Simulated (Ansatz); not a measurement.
## HCl₂, doublet: from triple and quadruple zeta to the limit

```xyz
3

Cl    0.0000    0.0000   -1.5376
H     0.0000    0.0000   -0.2588
Cl    0.0000    0.0000    1.7964
```

Connectivity, by distances: ClH ··· Cl.

Ansatz 0.2.0, UHF determinant, valence electrons correlated. Energies in eV.

```tsv
set	X	functions	Hartree–Fock	MP2 correlation	CCSD(T) correlation	time
def2-TZVPP	3	98	-25022.7099	-10.0267	-11.5769	5.5 s on 1 × NVIDIA H100 80GB HBM3 with 1 thread of AMD EPYC 7R13 Processor (Zen 3) (shared host)
def2-QZVPP	4	170	-25023.4097	-11.0592	-12.6281	9 s on 1 × NVIDIA H100 80GB HBM3 with 1 thread of AMD EPYC 7R13 Processor (Zen 3), on a shared host
```

Hartree–Fock is taken to follow E(X) = E∞ + A·exp(−7.88·√X), correlation E(X) = E∞ + B·X^−2.97.

**Question.** Work out the CCSD(T) energy at the limit, and how far the shortcut misses it that extrapolates MP2 and adds CCSD(T) minus MP2 from the smaller set.

**Answer.** Hartree–Fock: E∞ = E4 + 0.1377·(E4 − E3) = -25023.5061. Correlation: E∞ = E4 + 0.7407·(E4 − E3) = -13.4069 for CCSD(T) and -11.8241 for MP2. The limit is -25036.9130 eV, 0.875 eV below def2-QZVPP. The shortcut gives a correlation energy of -11.8241 + (-1.5502) = -13.3742, 33 meV higher than the direct value.

Past Ne part of the Hartree–Fock step between the two sets comes from the cores, which don't follow the formula, so the 96 meV that it adds to the total can overshoot; that part largely cancels in differences.
